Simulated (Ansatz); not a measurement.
# [C3H2F3]+ (SMILES F[C+](F)F.C#C), step by step

Aim: a series of 30 runs (wB97X/def2-TZVP, SVWN5/def2-TZVP, wB97M-V/def2-TZVP, HF/def2-TZVP, wB97X-V/def2-TZVP, B3LYP-D3(BJ)-ATM/def2-TZVP) of C3H2F3 and its partners. 

Program for the calculation: Ansatz 0.2.0.

### Step 1. Starting point

The species is [C3H2F3]+ (8 atoms), meant as a singlet with charge +1. SMILES: `F[C+](F)F.C#C`.

Bond lengths: F1–C2 1.230 Å, C2–F3 1.230 Å, C2–F4 1.230 Å, C5–C6 1.197 Å, C5–H7 1.065 Å, C6–H8 1.065 Å. Angles: F1–C2–F3 120.0°, F1–C2–F4 120.0°, F3–C2–F4 120.0°, C5–C6–H8 180.0°, C6–C5–H7 180.0°.

### Step 2. The energy at wB97X/def2-TZVP (run 1)

molecule.yaml reads:

```yaml
crystal:
  periodic: [false, false, false]
  atoms:
    - {symbol: F, position_ang: [0.698580, -0.114600, 1.005400]}
    - {symbol: C, position_ang: [-0.000020, 0.000000, -0.000000]}
    - {symbol: F, position_ang: [-0.609520, -0.973400, -0.439400]}
    - {symbol: F, position_ang: [-0.089020, 1.088000, -0.566000]}
    - {symbol: C, position_ang: [-1.495910, 3.724540, -0.892000]}
    - {symbol: C, position_ang: [-2.528010, 3.191600, -0.602870]}
    - {symbol: H, position_ang: [-0.577860, 4.198600, -1.149240]}
    - {symbol: H, position_ang: [-3.446060, 2.717550, -0.345630]}
basis:
  gaussian:
    orbitals: def2-TZVP
total_charge: 1
hamiltonian:
  xc: {name: wB97X}
```

Command:

```sh
$ ansatz run molecule.yaml --threads 1 --pin off --max-ram 2610MiB --events-out events.jsonl --progress --plain --runs-dir runs
```

Log:

```text
Warning: RAYON_NUM_THREADS=1 ignored (pool sized by the plan → 1); use --threads N
Functional definition: wB97X
  name "wB97X"
  parameter omega = 0.3/bohr
  parameter cx = 0.157706
  parameter cx1 = 0.726479
  parameter cx2 = 1.04760
  parameter cx3 = -5.70635
  parameter cx4 = 13.2794
  parameter css1 = -4.33879
  parameter css2 = 18.2308
  parameter css3 = -31.7430
  parameter css4 = 17.2901
  parameter cos1 = 2.37031
  parameter cos2 = -11.3995
  parameter cos3 = 6.58405
  parameter cos4 = -3.78132
  exchange = spin_sum(e_x_unif_sr(omega)*poly(b97_u_x, 1 - cx, cx1, cx2, cx3, cx4)) + cx*exact_x_sr(omega)
      + exact_x_lr(omega)
  correlation = spin_sum(e_c_pw_same_spin*poly(b97_u_same, 1, css1, css2, css3, css4))
      + integral(e_c_pw_opposite_spin*poly(b97_u_opposite, 1, cos1, cos2, cos3, cos4))
1096 factors; their error is unknown
240 factors; integrals over basis functions are off by at most 8.5e-6 eV
mean field evaluation 1: about -11275.1284 eV, gradient 7.2e1 eV
mean field evaluation 2: about -11276.3198 eV, gradient 7.3e1 eV
mean field evaluation 4: about -11283.2550 eV, gradient 1.4e0 eV
mean field evaluation 8: about -11283.2620 eV, gradient 3.5e-2 eV
mean field evaluation 16: about -11283.2770 eV, gradient 2.9e-4 eV
mean field -11283.27702967 eV, -414.6527827604 hartree, gradient 4.0e-5 eV, S^2 0.000000; 0 other end points of the search recorded, 0 dependent functions left out
reference -11283.27700248 eV, -414.6527817615 hartree; 23, 23 occupied and 175, 175 virtual orbitals, 1096 factors
Total energy: -11283.27700248 eV, -414.6527817615 hartree
```

Run time: 17 s. Hardware: 1 thread of Intel Xeon at 2.70GHz, shared host; peak memory 0.37 GiB.

### Step 3. [CF3]+: a single-point energy at wB97X/def2-TZVP (run 2)

run.yaml reads:

```yaml
crystal:
  periodic: [false, false, false]
  atoms:
    - {symbol: F, position_ang: [0.698580, -0.114600, 1.005400]}
    - {symbol: C, position_ang: [-0.000020, 0.000000, -0.000000]}
    - {symbol: F, position_ang: [-0.609520, -0.973400, -0.439400]}
    - {symbol: F, position_ang: [-0.089020, 1.088000, -0.566000]}
basis:
  gaussian: {orbitals: def2-TZVP}
hamiltonian: {xc: {name: wB97X}}
magnetization: {spin_polarized: false}
total_charge: 1
```

Command:

```sh
$ ansatz run run.yaml --threads 1 --pin off --max-ram 2610MiB --events-out events.jsonl --progress --plain --runs-dir runs
```

Log (excerpt; [...] marks lines left out):

```text
Warning: RAYON_NUM_THREADS=1 ignored (pool sized by the plan → 1); use --threads N
Functional definition: wB97X
  name "wB97X"
[...]
      + exact_x_lr(omega)
[...]
      + integral(e_c_pw_opposite_spin*poly(b97_u_opposite, 1, cos1, cos2, cos3, cos4))
648 factors; their error is unknown
120 factors; integrals over basis functions are off by at most 4.6e-6 eV
[...]
mean field -9178.76613404 eV, -337.3134338348 hartree, gradient 4.1e-5 eV, S^2 0.000000; 0 other end points of the search recorded, 0 dependent functions left out
reference -9178.76612207 eV, -337.3134333948 hartree; 16, 16 occupied and 108, 108 virtual orbitals, 648 factors
Total energy: -9178.76612207 eV, -337.3134333948 hartree
```

Run time: 5.7 s. Hardware: 1 thread of Intel Xeon at 2.70GHz, shared host; peak memory 0.21 GiB.

Runs 3 to 17 aren't shown in full; the table further down has their settings and results.

### Step 4. [CF3]+ among ghost functions: a single-point energy at HF/def2-TZVP (with ghost functions) (run 18)

in.yaml reads:

```yaml
basis:
  gaussian:
    orbitals: def2-TZVP
    ghost_atoms: [{symbol: C, position_ang: [-1.495910, 3.724540, -0.892000]}, {symbol: C, position_ang: [-2.528010, 3.191600, -0.602870]}, {symbol: H, position_ang: [-0.577860, 4.198600, -1.149240]}, {symbol: H, position_ang: [-3.446060, 2.717550, -0.345630]}]
crystal:
  periodic: [false, false, false]
  atoms:
    - {symbol: F, position_ang: [0.698580, -0.114600, 1.005400]}
    - {symbol: C, position_ang: [-0.000020, 0.000000, -0.000000]}
    - {symbol: F, position_ang: [-0.609520, -0.973400, -0.439400]}
    - {symbol: F, position_ang: [-0.089020, 1.088000, -0.566000]}
hamiltonian: {xc: hf}
total_charge: 1
```

Command:

```sh
$ ansatz run in.yaml --threads 1 --pin off --max-ram 2610MiB --events-out events.jsonl --progress --plain --runs-dir runs
```

Log:

```text
Warning: RAYON_NUM_THREADS=1 ignored (pool sized by the plan → 1); use --threads N
Functional definition: HF
  name "HF"
  exchange = exact_x
  correlation = 0
1206 factors; their error is unknown
mean field evaluation 1: about -9137.6304 eV, gradient 5.6e1 eV
mean field evaluation 2: about -9140.1702 eV, gradient 3.7e1 eV
mean field evaluation 4: about -9141.8348 eV, gradient 3.3e-1 eV
mean field evaluation 8: about -9142.0173 eV, gradient 1.2e-5 eV
mean field -9142.01731986 eV, -335.9629398229 hartree, gradient 1.2e-5 eV, S^2 0.000000; 0 other end points of the search recorded, 0 dependent functions left out
reference -9142.01731986 eV, -335.9629398229 hartree; 16, 16 occupied and 182, 182 virtual orbitals, 1206 factors
Total energy: -9142.01731986 eV, -335.9629398229 hartree
```

Wall time 3.6 s (1 thread of Intel Xeon at 2.70GHz, shared host); peak memory 0.27 GiB.

Runs 19 to 29 aren't shown in full; the table further down has their settings and results.

### Step 5. C2H2 among ghost functions: the energy at B3LYP-D3(BJ)-ATM/def2-TZVP (with ghost functions) (run 30)

in.yaml reads:

```yaml
crystal:
  periodic: [false, false, false]
  atoms:
    - {symbol: C, position_ang: [-1.495910, 3.724540, -0.892000]}
    - {symbol: C, position_ang: [-2.528010, 3.191600, -0.602870]}
    - {symbol: H, position_ang: [-0.577860, 4.198600, -1.149240]}
    - {symbol: H, position_ang: [-3.446060, 2.717550, -0.345630]}
basis:
  gaussian:
    orbitals: def2-TZVP
    ghost_atoms: [{symbol: F, position_ang: [0.698580, -0.114600, 1.005400]}, {symbol: C, position_ang: [-0.000020, 0.000000, -0.000000]}, {symbol: F, position_ang: [-0.609520, -0.973400, -0.439400]}, {symbol: F, position_ang: [-0.089020, 1.088000, -0.566000]}]
total_charge: 0
hamiltonian: {xc: {name: B3LYP}, dispersion: d3bjatm}
```

Command:

```sh
$ ansatz run in.yaml --threads 1 --pin off --max-ram 2610MiB --events-out events.jsonl --progress --plain --runs-dir runs
```

Log:

```text
Warning: RAYON_NUM_THREADS=1 ignored (pool sized by the plan → 1); use --threads N
Functional definition: B3LYP
  name "B3LYP"
  parameter a0 = 0.2
  parameter ax = 0.72
  parameter ac = 0.81
  exchange = (1 - a0 - ax)*slater_x + ax*b88_x + a0*exact_x
  correlation = (1 - ac)*vwn_rpa_c + ac*lyp_c
1059 factors; their error is unknown
mean field evaluation 1: about -2100.4462 eV, gradient 4.4e1 eV
mean field evaluation 2: about -2099.4840 eV, gradient 4.7e1 eV
mean field evaluation 4: about -2105.2000 eV, gradient 1.3e-1 eV
mean field evaluation 8: about -2105.1955 eV, gradient 3.9e-1 eV
mean field -2105.19574844 eV, -77.3645168024 hartree, gradient 2.1e-5 eV, S^2 0.000000; 0 other end points of the search recorded, 0 dependent functions left out
reference -2105.19594013 eV, -77.3645238468 hartree; 7, 7 occupied and 191, 191 virtual orbitals, 1059 factors
Total energy: -2105.25768461 eV, -77.3667929145 hartree
```

Wall time 3.9 s (1 thread of Intel Xeon at 2.70GHz, shared host); peak memory 0.26 GiB.

### Step 6. All runs side by side

| run | level | fragment atoms | contact | partner | energy (Eh) | wall time |
| --- | --- | --- | --- | --- | --- | --- |
| 1 | wB97X/def2-TZVP | – | – | base | -414.652782 | 17 s |
| 2 | wB97X/def2-TZVP | (1, 2, 3, 4) | base | fragment | -337.313433 | 5.7 s |
| 3 | wB97X/def2-TZVP (with ghost functions) | (1, 2, 3, 4) | base | fragment with ghosts | -337.313468 | 13 s |
| 4 | wB97X/def2-TZVP | (5, 6, 7, 8) | base | fragment | -77.332941 | 2.2 s |
| 5 | wB97X/def2-TZVP (with ghost functions) | (5, 6, 7, 8) | base | fragment with ghosts | -77.332964 | 13 s |
| 6 | SVWN5/def2-TZVP | – | – | base | -411.804553 | 8.7 s |
| 7 | SVWN5/def2-TZVP | (1, 2, 3, 4) | base | fragment | -335.170659 | 1.7 s |
| 8 | SVWN5/def2-TZVP (with ghost functions) | (1, 2, 3, 4) | base | fragment with ghosts | -335.170699 | 4.3 s |
| 9 | SVWN5/def2-TZVP | (5, 6, 7, 8) | base | fragment | -76.622636 | 1 s |
| 10 | SVWN5/def2-TZVP (with ghost functions) | (5, 6, 7, 8) | base | fragment with ghosts | -76.622678 | 3.9 s |
| 11 | wB97M-V/def2-TZVP | – | – | base | -414.642976 | 22 s |
| 12 | wB97M-V/def2-TZVP | (1, 2, 3, 4) | base | fragment | -337.311632 | 7.9 s |
| 13 | wB97M-V/def2-TZVP (with ghost functions) | (1, 2, 3, 4) | base | fragment with ghosts | -337.311671 | 16 s |
| 14 | wB97M-V/def2-TZVP | (5, 6, 7, 8) | base | fragment | -77.324253 | 2.7 s |
| 15 | wB97M-V/def2-TZVP (with ghost functions) | (5, 6, 7, 8) | base | fragment with ghosts | -77.324292 | 12 s |
| 16 | HF/def2-TZVP | – | – | base | -412.819383 | 4.2 s |
| 17 | HF/def2-TZVP | (1, 2, 3, 4) | base | fragment | -335.962913 | 1.3 s |
| 18 | HF/def2-TZVP (with ghost functions) | (1, 2, 3, 4) | base | fragment with ghosts | -335.962940 | 3.6 s |
| 19 | HF/def2-TZVP | (5, 6, 7, 8) | base | fragment | -76.851628 | 0.61 s |
| 20 | HF/def2-TZVP (with ghost functions) | (5, 6, 7, 8) | base | fragment with ghosts | -76.851648 | 4.2 s |
| 21 | wB97X-V/def2-TZVP | – | – | base | -414.614415 | 20 s |
| 22 | wB97X-V/def2-TZVP | (1, 2, 3, 4) | base | fragment | -337.275696 | 5.4 s |
| 23 | wB97X-V/def2-TZVP (with ghost functions) | (1, 2, 3, 4) | base | fragment with ghosts | -337.275730 | 17 s |
| 24 | wB97X-V/def2-TZVP | (5, 6, 7, 8) | base | fragment | -77.331732 | 4 s |
| 25 | wB97X-V/def2-TZVP (with ghost functions) | (5, 6, 7, 8) | base | fragment with ghosts | -77.331758 | 13 s |
| 26 | B3LYP-D3(BJ)-ATM/def2-TZVP | – | – | base | -414.758013 | 7.8 s |
| 27 | B3LYP-D3(BJ)-ATM/def2-TZVP | (1, 2, 3, 4) | base | fragment | -337.383503 | 2.5 s |
| 28 | B3LYP-D3(BJ)-ATM/def2-TZVP (with ghost functions) | (1, 2, 3, 4) | base | fragment with ghosts | -337.383536 | 5.4 s |
| 29 | B3LYP-D3(BJ)-ATM/def2-TZVP | (5, 6, 7, 8) | base | fragment | -77.366757 | 0.97 s |
| 30 | B3LYP-D3(BJ)-ATM/def2-TZVP (with ghost functions) | (5, 6, 7, 8) | base | fragment with ghosts | -77.366793 | 3.9 s |

### Step 7. Results

| quantity | value |
| --- | --- |
| C2H2 among ghost functions, run 30: total energy | -77.36679 Eh |
| C2H2 among ghost functions, run 30: dispersion energy | -5.96 kJ/mol |
| interaction energy of the rigid parts [CF3]+ and C2H2 (parts in their own basis; closest atoms 3.01 Å apart), wB97X/def2-TZVP | -0.174 eV |
| interaction energy of the rigid parts [CF3]+ and C2H2 (parts in the whole basis, counterpoise; closest atoms 3.01 Å apart), wB97X/def2-TZVP | -0.173 eV |
| interaction energy of the rigid parts [CF3]+ and C2H2 (parts in their own basis; closest atoms 3.01 Å apart), wB97M-V/def2-TZVP | -0.193 eV |
| interaction energy of the rigid parts [CF3]+ and C2H2 (parts in the whole basis, counterpoise; closest atoms 3.01 Å apart), HF/def2-TZVP | -0.130 eV |
| interaction energy of the rigid parts [CF3]+ and C2H2 (parts in their own basis; closest atoms 3.01 Å apart), HF/def2-TZVP | -0.132 eV |
| interaction energy of the rigid parts [CF3]+ and C2H2 (parts in the whole basis, counterpoise; closest atoms 3.01 Å apart), wB97X-V/def2-TZVP | -0.188 eV |
| interaction energy of the rigid parts [CF3]+ and C2H2 (parts in the whole basis, counterpoise; closest atoms 3.01 Å apart), B3LYP-D3(BJ)-ATM/def2-TZVP | -0.209 eV |
| interaction energy of the rigid parts [CF3]+ and C2H2 (parts in their own basis; closest atoms 3.01 Å apart), B3LYP-D3(BJ)-ATM/def2-TZVP | -0.211 eV |

What this shows: At wB97X/def2-TZVP: the interaction energy of the rigid parts [CF3]+ and C2H2 (parts in their own basis; closest atoms 3.01 Å apart) is −0.17 eV (−16.8 kJ/mol): the parts attract. Without counterpoise this holds the superposition error of the basis. At wB97X/def2-TZVP: the interaction energy of the rigid parts [CF3]+ and C2H2 (parts in the whole basis, counterpoise; closest atoms 3.01 Å apart) is −0.17 eV (−16.7 kJ/mol): the parts attract. The basis-set superposition error is 0.2 kJ/mol. At wB97M-V/def2-TZVP: the interaction energy of the rigid parts [CF3]+ and C2H2 (parts in their own basis; closest atoms 3.01 Å apart) is −0.19 eV (−4.4 kcal/mol): the parts attract. At HF/def2-TZVP: the interaction energy of the rigid parts [CF3]+ and C2H2 (parts in the whole basis, counterpoise; closest atoms 3.01 Å apart) is −0.13 eV (−12.6 kJ/mol): the parts attract. The basis-set superposition error is 0.1 kJ/mol. Totals of different functionals can't be ranked against each other. All runs together took 3.7 min, the longest 22 s.
